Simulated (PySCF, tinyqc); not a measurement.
RHF in the sto-6g basis, for BH, spin multiplicity 1, step by step (part 1 of 2). The lowest restricted solution is unstable here: a spin-polarised one lies 0.0945 hartree lower (PySCF). Computed by tinyqc, a small Python program that keeps every step (integrals from PySCF). Settings: charge = 0, multiplicity = 1, basis = sto-6g, energy threshold = 1e-10, iteration cap = 55, orthogonalisation = canonical, start = highest core orbitals, DIIS depth = 0, damping = 0.2, method = RHF. Command: `OMP_NUM_THREADS=1 python tinyqc.py 25205 25206 out.jsonl` (the two numbers bound the seeds that draw the settings). One thread of a shared host (Intel(R) Xeon(R) Processor @ 2.60GHz), about 0.07 s of CPU time with the checks. Later iterations appear only in the table of the cycle.

## One-electron integrals

Geometry (angstrom):
```
atom         x         y         z
B     0.000000  0.000000  0.000000
H     0.000000  0.000000  2.408000
```

Basis sto-6g: exponents (1/bohr^2) and contraction coefficients of normalised primitives:
```
element  l (shell)    exponent  coefficient
B            s (1)  506.011147     0.009164
B            s (1)   92.776814     0.049362
B            s (1)   25.955658     0.168538
B            s (1)    8.916445     0.370563
B            s (1)    3.462507     0.416492
B            s (1)    1.426054     0.130334
B            s (2)   23.194575    -0.013253
B            s (2)    4.590810    -0.046992
B            s (2)    1.426819    -0.033785
B            s (2)    0.548948     0.250242
B            s (2)    0.238410     0.595117
B            s (2)    0.109280     0.240706
B            p (3)   23.194575     0.003760
B            p (3)    4.590810     0.037679
B            p (3)    1.426819     0.173897
B            p (3)    0.548948     0.418036
B            p (3)    0.238410     0.425859
B            p (3)    0.109280     0.101708
H            s (1)   35.523221     0.009164
H            s (1)    6.513144     0.049361
H            s (1)    1.822143     0.168538
H            s (1)    0.625955     0.370563
H            s (1)    0.243077     0.416492
H            s (1)    0.100112     0.130334
```

Overlap, kinetic and nuclear-attraction integrals over the contracted functions; the nuclear repulsion is the sum of Za Zb / Rab.

nuclear repulsion = 1.09878989 hartree

overlap S, order 1B 1s, 1B 2s, 1B 2px, 1B 2py, 1B 2pz, 2H 1s:
```
[[1.000000, 0.264891, 0.000000, 0.000000, 0.000000, 0.004207],
 [0.264891, 1.000000, 0.000000, 0.000000, 0.000000, 0.086953],
 [0.000000, 0.000000, 1.000000, 0.000000, 0.000000, 0.000000],
 [0.000000, 0.000000, 0.000000, 1.000000, 0.000000, 0.000000],
 [0.000000, 0.000000, 0.000000, 0.000000, 1.000000, 0.114019],
 [0.004207, 0.086953, 0.000000, 0.000000, 0.114019, 1.000000]]
```

kinetic energy T (hartree), order 1B 1s, 1B 2s, 1B 2px, 1B 2py, 1B 2pz, 2H 1s:
```
[[10.947243, -0.333880, 0.000000, 0.000000, 0.000000, -0.002059],
 [-0.333880, 0.374498, 0.000000, 0.000000, 0.000000, -0.012375],
 [0.000000, 0.000000, 1.125026, 0.000000, 0.000000, 0.000000],
 [0.000000, 0.000000, 0.000000, 1.125026, 0.000000, 0.000000],
 [0.000000, 0.000000, 0.000000, 0.000000, 1.125026, -0.005750],
 [-0.002059, -0.012375, 0.000000, 0.000000, -0.005750, 0.768522]]
```

nuclear attraction V (hartree), order 1B 1s, 1B 2s, 1B 2px, 1B 2py, 1B 2pz, 2H 1s:
```
[[-23.611479, -2.802401, 0.000000, 0.000000, -0.004771, -0.048149],
 [-2.802401, -3.969862, 0.000000, 0.000000, -0.046396, -0.220512],
 [0.000000, 0.000000, -3.962661, 0.000000, 0.000000, 0.000000],
 [0.000000, 0.000000, 0.000000, -3.962661, 0.000000, 0.000000],
 [-0.004771, -0.046396, 0.000000, 0.000000, -3.983754, -0.270415],
 [-0.048149, -0.220512, 0.000000, 0.000000, -0.270415, -2.338259]]
```

core Hamiltonian H = T + V (hartree), order 1B 1s, 1B 2s, 1B 2px, 1B 2py, 1B 2pz, 2H 1s:
```
[[-12.664235, -3.136281, 0.000000, 0.000000, -0.004771, -0.050209],
 [-3.136281, -3.595364, 0.000000, 0.000000, -0.046396, -0.232887],
 [0.000000, 0.000000, -2.837634, 0.000000, 0.000000, 0.000000],
 [0.000000, 0.000000, 0.000000, -2.837634, 0.000000, 0.000000],
 [-0.004771, -0.046396, 0.000000, 0.000000, -2.858728, -0.276165],
 [-0.050209, -0.232887, 0.000000, 0.000000, -0.276165, -1.569736]]
```

## Two-electron integrals

Functions are numbered as in S; the eight-fold symmetry (ij|kl) = (ji|kl) = (kl|ij) leaves the list below.

Two-electron integrals (ij|kl) in chemists' order, unique and non-zero (hartree):
```
(11|11) 2.924993   (21|11) 0.480756   (21|21) 0.099484   (22|11) 0.743449
(22|21) 0.188967   (22|22) 0.544922   (31|31) 0.021096   (32|31) 0.030854
(32|32) 0.120443   (33|11) 0.743450   (33|21) 0.188967   (33|22) 0.544922
(33|33) 0.587109   (41|41) 0.021096   (42|41) 0.030854   (42|42) 0.120443
(43|43) 0.031641   (44|11) 0.743450   (44|21) 0.188967   (44|22) 0.544922
(44|33) 0.523827   (44|44) 0.587109   (51|51) 0.021096   (52|51) 0.030854
(52|52) 0.120443   (53|53) 0.031641   (54|54) 0.031641   (55|11) 0.743450
(55|21) 0.188967   (55|22) 0.544922   (55|33) 0.523827   (55|44) 0.523827
(55|55) 0.587109   (61|11) 0.007754   (61|21) 0.001563   (61|22) 0.002973
(61|33) 0.002957   (61|44) 0.002957   (61|51) 0.000123   (61|52) 0.000243
(61|55) 0.003004   (61|61) 0.000025   (62|11) 0.035202   (62|21) 0.009206
(62|22) 0.031508   (62|33) 0.030575   (62|44) 0.030575   (62|51) 0.000988
(62|52) 0.007085   (62|55) 0.033376   (62|61) 0.000156   (62|62) 0.003538
(63|31) 0.000667   (63|32) 0.003573   (63|53) 0.001112   (63|63) 0.000251
(64|41) 0.000667   (64|42) 0.003573   (64|54) 0.001112   (64|64) 0.000251
(65|11) 0.040836   (65|21) 0.010769   (65|22) 0.038302   (65|33) 0.036643
(65|44) 0.036643   (65|51) 0.001598   (65|52) 0.011012   (65|55) 0.041620
(65|61) 0.000187   (65|62) 0.004923   (65|65) 0.006986   (66|11) 0.219737
(66|21) 0.058204   (66|22) 0.219395   (66|33) 0.212615   (66|44) 0.212615
(66|51) 0.004764   (66|52) 0.045889   (66|55) 0.232954   (66|61) 0.000974
(66|62) 0.038139   (66|65) 0.056238   (66|66) 0.774999
```

## Orthogonalisation

S = U s U^T; canonical form X = U s^(-1/2), so that X^T S X = 1. Each column of U has its largest component positive (the first on a tie).

eigenvalues of S: [0.719960, 0.891255, 1.000000, 1.000000, 1.105883, 1.282902]

X, order 1B 1s, 1B 2s, 1B 2px, 1B 2py, 1B 2pz, 2H 1s:
```
[[-0.777670, 0.272075, 0.000000, 0.000000, -0.247092, 0.579682],
 [0.826808, -0.100528, 0.000000, 0.000000, -0.108622, 0.615346],
 [0.000000, 0.000000, 0.150215, 0.988653, 0.000000, 0.000000],
 [0.000000, 0.000000, 0.988653, -0.150215, 0.000000, 0.000000],
 [0.119596, 0.737225, 0.000000, 0.000000, 0.668146, 0.095158],
 [-0.293737, -0.703123, 0.000000, 0.000000, 0.620469, 0.236104]]
```

Within a degenerate level the vectors are fixed only up to a rotation; this is one choice.

## Starting guess

The start is the highest orbitals of the core Hamiltonian (a deliberately bad start); D = 2 C_occ C_occ^T.

D at the start, order 1B 1s, 1B 2s, 1B 2px, 1B 2py, 1B 2pz, 2H 1s:
```
[[0.000248, -0.001370, 0.000000, 0.000000, -0.001656, 0.022488],
 [-0.001370, 0.007558, 0.000000, 0.000000, 0.009139, -0.124094],
 [0.000000, 0.000000, 2.000000, 0.000000, 0.000000, 0.000000],
 [0.000000, 0.000000, 0.000000, 2.000000, 0.000000, 0.000000],
 [-0.001656, 0.009139, 0.000000, 0.000000, 0.011050, -0.150045],
 [0.022488, -0.124094, 0.000000, 0.000000, -0.150045, 2.037477]]
```

## Iteration 1: building the Fock matrix

J_ij = sum D_kl (ij|kl), K_ij = sum D_kl (ik|jl); F = H + J - 0.5 K; E = tr D H + tr D J / 2 - 0.25 tr D K + E_nn.

Coulomb J (hartree), order 1B 1s, 1B 2s, 1B 2px, 1B 2py, 1B 2pz, 2H 1s:
```
[[3.414109, 0.872374, 0.000000, 0.000000, 0.009482, 0.013778],
 [0.872374, 2.617325, 0.000000, 0.000000, 0.090545, 0.198375],
 [0.000000, 0.000000, 2.646192, 0.000000, 0.000000, 0.000000],
 [0.000000, 0.000000, 0.000000, 2.646192, 0.000000, 0.000000],
 [0.009482, 0.090545, 0.000000, 0.000000, 2.559583, 0.258771],
 [0.013778, 0.198375, 0.000000, 0.000000, 0.258771, 2.408153]]
```

exchange K (hartree), order 1B 1s, 1B 2s, 1B 2px, 1B 2py, 1B 2pz, 2H 1s:
```
[[0.084753, 0.123599, 0.000000, 0.000000, -0.000013, 0.001688],
 [0.123599, 0.484405, 0.000000, 0.000000, 0.003720, 0.058764],
 [0.000000, 0.000000, 1.238001, 0.000000, 0.000000, 0.000000],
 [0.000000, 0.000000, 0.000000, 1.238001, 0.000000, 0.000000],
 [-0.000013, 0.003720, 0.000000, 0.000000, 0.132964, 0.077746],
 [0.001688, 0.058764, 0.000000, 0.000000, 0.077746, 1.553941]]
```

Fock matrix F (hartree), order 1B 1s, 1B 2s, 1B 2px, 1B 2py, 1B 2pz, 2H 1s:
```
[[-9.292504, -2.325707, 0.000000, 0.000000, 0.004717, -0.037274],
 [-2.325707, -1.220241, 0.000000, 0.000000, 0.042290, -0.063895],
 [0.000000, 0.000000, -0.810442, 0.000000, 0.000000, 0.000000],
 [0.000000, 0.000000, 0.000000, -0.810442, 0.000000, 0.000000],
 [0.004717, 0.042290, 0.000000, 0.000000, -0.365627, -0.056267],
 [-0.037274, -0.063895, 0.000000, 0.000000, -0.056267, 0.061446]]
```

total energy of this density = -7.68046937 hartree

This density is the starting one.

## Iteration 1: diagonalisation and new density

Diagonalise F' = X^T F X, C = X C', fill 3 alpha and 3 beta electrons from the bottom; D = 2 C_occ C_occ^T; the new density keeps 0.2 of the old one (damping). Each column has its largest component positive (the first on a tie).

F' = X^T F X (hartree):
```
[[-3.437702, 1.400522, 0.000000, 0.000000, -1.430205, 3.576750],
 [1.400522, -0.682140, 0.000000, 0.000000, 0.396249, -1.622945],
 [0.000000, 0.000000, -0.810442, 0.000000, 0.000000, 0.000000],
 [0.000000, 0.000000, 0.000000, -0.810442, 0.000000, 0.000000],
 [-1.430205, 0.396249, 0.000000, 0.000000, -0.880463, 1.870864],
 [3.576750, -1.622945, 0.000000, 0.000000, 1.870864, -5.269512]]
```

orbital energies (hartree): [-9.294824, -0.810442, -0.810442, -0.691734, -0.360832, 0.077573]

coefficients C, order 1B 1s, 1B 2s, 1B 2px, 1B 2py, 1B 2pz, 2H 1s:
```
[[1.004384, 0.000000, 0.000000, -0.256233, -0.032264, 0.019941],
 [-0.017078, 0.000000, 0.000000, 1.028383, 0.130617, -0.096136],
 [0.000000, -0.405065, 0.914288, 0.000000, 0.000000, 0.000000],
 [0.000000, 0.914288, 0.405065, 0.000000, 0.000000, 0.000000],
 [-0.000587, 0.000000, 0.000000, -0.129468, 0.985785, -0.157304],
 [0.001226, 0.000000, 0.000000, -0.002690, 0.042636, 1.009735]]
```

D after iteration 1, order 1B 1s, 1B 2s, 1B 2px, 1B 2py, 1B 2pz, 2H 1s:
```
[[1.614109, -0.027719, 0.000000, 0.000000, -0.001275, 0.006467],
 [-0.027719, 0.001978, 0.000000, 0.000000, 0.001844, -0.024852],
 [0.000000, 0.000000, 2.000000, 0.000000, 0.000000, 0.000000],
 [0.000000, 0.000000, 0.000000, 2.000000, 0.000000, 0.000000],
 [-0.001275, 0.001844, 0.000000, 0.000000, 0.002210, -0.030010],
 [0.006467, -0.024852, 0.000000, 0.000000, -0.030010, 0.407498]]
```

Within a degenerate level the vectors are fixed only up to a rotation; this is one choice.

## Iteration 2: building the Fock matrix

As before.

Coulomb J (hartree), order 1B 1s, 1B 2s, 1B 2px, 1B 2py, 1B 2pz, 2H 1s:
```
[[7.756962, 1.549771, 0.000000, 0.000000, 0.001858, 0.024650],
 [1.549771, 3.457079, 0.000000, 0.000000, 0.018055, 0.193841],
 [0.000000, 0.000000, 3.496601, 0.000000, 0.000000, 0.000000],
 [0.000000, 0.000000, 0.000000, 3.496601, 0.000000, 0.000000],
 [0.001858, 0.018055, 0.000000, 0.000000, 3.378028, 0.234347],
 [0.024650, 0.193841, 0.000000, 0.000000, 0.234347, 1.513570]]
```

exchange K (hartree), order 1B 1s, 1B 2s, 1B 2px, 1B 2py, 1B 2pz, 2H 1s:
```
[[4.779260, 0.876448, 0.000000, 0.000000, -0.000641, 0.014375],
 [0.876448, 0.632789, 0.000000, 0.000000, 0.000569, 0.025488],
 [0.000000, 0.000000, 1.270015, 0.000000, 0.000000, 0.000000],
 [0.000000, 0.000000, 0.000000, 1.270015, 0.000000, 0.000000],
 [-0.000641, 0.000569, 0.000000, 0.000000, 0.160262, 0.019282],
 [0.014375, 0.025488, 0.000000, 0.000000, 0.019282, 0.311629]]
```

Fock matrix F (hartree), order 1B 1s, 1B 2s, 1B 2px, 1B 2py, 1B 2pz, 2H 1s:
```
[[-7.296903, -2.024735, 0.000000, 0.000000, -0.002593, -0.032746],
 [-2.024735, -0.454679, 0.000000, 0.000000, -0.028625, -0.051791],
 [0.000000, 0.000000, 0.023959, 0.000000, 0.000000, 0.000000],
 [0.000000, 0.000000, 0.000000, 0.023959, 0.000000, 0.000000],
 [-0.002593, -0.028625, 0.000000, 0.000000, 0.439170, -0.051458],
 [-0.032746, -0.051791, 0.000000, 0.000000, -0.051458, -0.211981]]
```

total energy of this density = -20.84869578 hartree

This density is a damped mixture and is not idempotent.

## Iteration 2: diagonalisation and new density

As before.

F' = X^T F X (hartree):
```
[[-2.123409, 0.975942, 0.000000, 0.000000, -1.067502, 3.082785],
 [0.975942, -0.238341, 0.000000, 0.000000, 0.796846, -1.262231],
 [0.000000, 0.000000, 0.023959, 0.000000, 0.000000, 0.000000],
 [0.000000, 0.000000, 0.000000, 0.023959, 0.000000, 0.000000],
 [-1.067502, 0.796846, 0.000000, 0.000000, -0.465747, 1.455890],
 [3.082785, -1.262231, 0.000000, 0.000000, 1.455890, -4.106424]]
```

orbital energies (hartree): [-7.298134, -0.215053, 0.023959, 0.023959, 0.123318, 0.455948]

coefficients C, order 1B 1s, 1B 2s, 1B 2px, 1B 2py, 1B 2pz, 2H 1s:
```
[[0.996371, -0.027132, 0.000000, 0.000000, -0.286689, 0.014125],
 [0.013401, 0.081665, 0.000000, 0.000000, 1.036742, -0.049840],
 [0.000000, 0.000000, 0.834940, 0.550341, 0.000000, 0.000000],
 [0.000000, 0.000000, -0.550341, 0.834940, 0.000000, 0.000000],
 [0.000471, 0.043982, 0.000000, 0.000000, 0.055172, 1.004141],
 [-0.000866, 0.983979, 0.000000, 0.000000, -0.175630, -0.149426]]
```

D after iteration 2, order 1B 1s, 1B 2s, 1B 2px, 1B 2py, 1B 2pz, 2H 1s:
```
[[1.912408, 0.012275, 0.000000, 0.000000, -0.001414, -0.042803],
 [0.012275, 0.011354, 0.000000, 0.000000, 0.006126, 0.123582],
 [0.000000, 0.000000, 1.515400, -0.735203, 0.000000, 0.000000],
 [0.000000, 0.000000, -0.735203, 0.884600, 0.000000, 0.000000],
 [-0.001414, 0.006126, 0.000000, 0.000000, 0.003537, 0.063241],
 [-0.042803, 0.123582, 0.000000, 0.000000, 0.063241, 1.630646]]
```

Within a degenerate level the vectors are fixed only up to a rotation; this is one choice.

## Iteration 3: building the Fock matrix

As before.

Coulomb J (hartree), order 1B 1s, 1B 2s, 1B 2px, 1B 2py, 1B 2pz, 2H 1s:
```
[[7.772447, 1.476592, 0.000000, 0.000000, 0.008523, 0.023661],
 [1.476592, 3.112477, 0.000000, 0.000000, 0.079340, 0.205162],
 [0.000000, 0.000000, 3.146178, -0.046525, 0.000000, 0.000000],
 [0.000000, 0.000000, -0.046525, 3.106260, 0.000000, 0.000000],
 [0.008523, 0.079340, 0.000000, 0.000000, 3.084989, 0.260802],
 [0.023661, 0.205162, 0.000000, 0.000000, 0.260802, 2.215999]]
```

exchange K (hartree), order 1B 1s, 1B 2s, 1B 2px, 1B 2py, 1B 2pz, 2H 1s:
```
[[5.657196, 1.006316, 0.000000, 0.000000, 0.000469, 0.016713],
 [1.006316, 0.504235, 0.000000, 0.000000, 0.019706, 0.102831],
 [0.000000, 0.000000, 0.961651, -0.408382, 0.000000, 0.000000],
 [0.000000, 0.000000, -0.408382, 0.611262, 0.000000, 0.000000],
 [0.000469, 0.019706, 0.000000, 0.000000, 0.139724, 0.116359],
 [0.016713, 0.102831, 0.000000, 0.000000, 0.116359, 1.280984]]
```

Fock matrix F (hartree), order 1B 1s, 1B 2s, 1B 2px, 1B 2py, 1B 2pz, 2H 1s:
```
[[-7.720386, -2.162847, 0.000000, 0.000000, 0.003517, -0.034904],
 [-2.162847, -0.735004, 0.000000, 0.000000, 0.023091, -0.079141],
 [0.000000, 0.000000, -0.172282, 0.157666, 0.000000, 0.000000],
 [0.000000, 0.000000, 0.157666, -0.037005, 0.000000, 0.000000],
 [0.003517, 0.023091, 0.000000, 0.000000, 0.156400, -0.073542],
 [-0.034904, -0.079141, 0.000000, 0.000000, -0.073542, 0.005771]]
```

total energy of this density = -23.48776609 hartree

This density is a damped mixture and is not idempotent.

## Iteration 3: diagonalisation and new density

As before.

F' = X^T F X (hartree):
```
[[-2.355859, 1.115341, 0.000000, 0.000000, -1.156214, 3.120855],
 [1.115341, -0.296361, 0.000000, 0.000000, 0.580156, -1.346148],
 [0.000000, 0.000000, 0.006772, 0.130461, 0.000000, 0.000000],
 [0.000000, 0.000000, 0.130461, -0.216060, 0.000000, 0.000000],
 [-1.156214, 0.580156, 0.000000, 0.000000, -0.568214, 1.586674],
 [3.120855, -1.346148, 0.000000, 0.000000, 1.586674, -4.446625]]
```

orbital energies (hartree): [-7.722363, -0.276206, -0.159060, -0.001566, 0.066918, 0.215929]

coefficients C, order 1B 1s, 1B 2s, 1B 2px, 1B 2py, 1B 2pz, 2H 1s:
```
[[0.995427, 0.000000, -0.269097, 0.099326, 0.000000, -0.052216],
 [0.016785, 0.000000, 0.954295, -0.366978, 0.000000, 0.196299],
 [0.000000, 0.834940, 0.000000, 0.000000, 0.550341, 0.000000],
 [0.000000, -0.550341, 0.000000, 0.000000, 0.834940, 0.000000],
 [-0.000398, 0.000000, -0.010902, 0.429319, 0.000000, 0.910409],
 [-0.000933, 0.000000, 0.318561, 0.813662, 0.000000, -0.507801]]
```

D after iteration 3, order 1B 1s, 1B 2s, 1B 2px, 1B 2py, 1B 2pz, 2H 1s:
```
[[2.083744, -0.381688, 0.000000, 0.000000, 0.003777, -0.147206],
 [-0.381688, 1.459809, 0.000000, 0.000000, -0.015432, 0.511094],
 [0.000000, 0.000000, 1.418480, -0.882243, 0.000000, 0.000000],
 [0.000000, 0.000000, -0.882243, 0.661520, 0.000000, 0.000000],
 [0.003777, -0.015432, 0.000000, 0.000000, 0.000898, 0.007092],
 [-0.147206, 0.511094, 0.000000, 0.000000, 0.007092, 0.488501]]
```

## Iteration 4: building the Fock matrix

As before.

Coulomb J (hartree), order 1B 1s, 1B 2s, 1B 2px, 1B 2py, 1B 2pz, 2H 1s:
```
[[8.501898, 1.632439, 0.000000, 0.000000, 0.002530, 0.026082],
 [1.632439, 3.473364, 0.000000, 0.000000, 0.026259, 0.198007],
 [0.000000, 0.000000, 3.514947, -0.055830, 0.000000, 0.000000],
 [0.000000, 0.000000, -0.055830, 3.467045, 0.000000, 0.000000],
 [0.002530, 0.026259, 0.000000, 0.000000, 3.438096, 0.241260],
 [0.026082, 0.198007, 0.000000, 0.000000, 0.241260, 1.592870]]
```

exchange K (hartree), order 1B 1s, 1B 2s, 1B 2px, 1B 2py, 1B 2pz, 2H 1s:
```
[[5.916395, 1.020991, 0.000000, 0.000000, -0.000782, 0.014913],
 [1.020991, 1.140485, 0.000000, 0.000000, 0.014749, 0.175728],
 [0.000000, 0.000000, 1.053585, -0.490058, 0.000000, 0.000000],
 [0.000000, 0.000000, -0.490058, 0.633118, 0.000000, 0.000000],
 [-0.000782, 0.014749, 0.000000, 0.000000, 0.277357, 0.066228],
 [0.014913, 0.175728, 0.000000, 0.000000, 0.066228, 0.423561]]
```

Fock matrix F (hartree), order 1B 1s, 1B 2s, 1B 2px, 1B 2py, 1B 2pz, 2H 1s:
```
[[-7.120535, -2.014337, 0.000000, 0.000000, -0.001850, -0.031583],
 [-2.014337, -0.692242, 0.000000, 0.000000, -0.027511, -0.122744],
 [0.000000, 0.000000, 0.150520, 0.189199, 0.000000, 0.000000],
 [0.000000, 0.000000, 0.189199, 0.312852, 0.000000, 0.000000],
 [-0.001850, -0.027511, 0.000000, 0.000000, 0.440690, -0.068019],
 [-0.031583, -0.122744, 0.000000, 0.000000, -0.068019, -0.188647]]
```

total energy of this density = -24.18746285 hartree

This density is a damped mixture and is not idempotent.

## Iteration 4: diagonalisation and new density

As before.

F' = X^T F X (hartree):
```
[[-2.154242, 1.011415, 0.000000, 0.000000, -1.054579, 2.879544],
 [1.011415, -0.209067, 0.000000, 0.000000, 0.772360, -1.191311],
 [0.000000, 0.000000, 0.365385, 0.156553, 0.000000, 0.000000],
 [0.000000, 0.000000, 0.156553, 0.097987, 0.000000, 0.000000],
 [-1.054579, 0.772360, 0.000000, 0.000000, -0.452492, 1.419992],
 [2.879544, -1.191311, 0.000000, 0.000000, 1.419992, -4.149211]]
```

orbital energies (hartree): [-7.123074, -0.262095, -0.042937, 0.025812, 0.437560, 0.463095]

coefficients C, order 1B 1s, 1B 2s, 1B 2px, 1B 2py, 1B 2pz, 2H 1s:
```
[[0.994575, -0.170522, -0.240050, 0.000000, 0.000000, -0.000230],
 [0.019815, 0.589278, 0.858206, 0.000000, 0.000000, 0.002879],
 [0.000000, 0.000000, 0.000000, 0.834940, 0.550341, 0.000000],
 [0.000000, 0.000000, 0.000000, -0.550341, 0.834940, 0.000000],
 [0.000437, 0.064100, -0.034864, 0.000000, 0.000000, 1.003969],
 [-0.001234, 0.764449, -0.634115, 0.000000, 0.000000, -0.186825]]
```

D after iteration 4, order 1B 1s, 1B 2s, 1B 2px, 1B 2py, 1B 2pz, 2H 1s:
```
[[2.138159, -0.535200, 0.000000, 0.000000, -0.002648, 0.003578],
 [-0.535200, 2.026616, 0.000000, 0.000000, 0.009491, -0.047786],
 [0.000000, 0.000000, 0.283696, -0.176449, 0.000000, 0.000000],
 [0.000000, 0.000000, -0.176449, 0.132304, 0.000000, 0.000000],
 [-0.002648, 0.009491, 0.000000, 0.000000, 0.008699, 0.115192],
 [0.003578, -0.047786, 0.000000, 0.000000, 0.115192, 1.676079]]
```
